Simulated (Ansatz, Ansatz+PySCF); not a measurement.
```xyz
5

C     0.0811   -0.0141   -0.6705
O     0.0237   -0.0937    0.6556
H    -0.0319    0.8123    1.0183
H     0.0846   -1.0133   -1.1106
H    -0.4309    0.8418   -1.2370
```

UHF on doublet CH₃O was run in several spherical basis sets with Ansatz (development build ahead of 0.2.0).

(1) Rank the basis sets by the total energy that they give, lowest first, with the distance from the lowest.
A. 6-31G(d)
B. cc-pVTZ
C. def2-SVP
D. 6-31G
E. cc-pVDZ
F. STO-3G
G. aug-cc-pVDZ
H. def2-TZVP

Results:

(1) H (0.00 eV), B (0.10 eV), G (0.81 eV), E (1.12 eV), A (1.60 eV), D (2.92 eV), C (3.73 eV), F (42.25 eV).

Totals follow the description of the cores as much as that of the bonds, so this order isn't one of quality for chemistry.
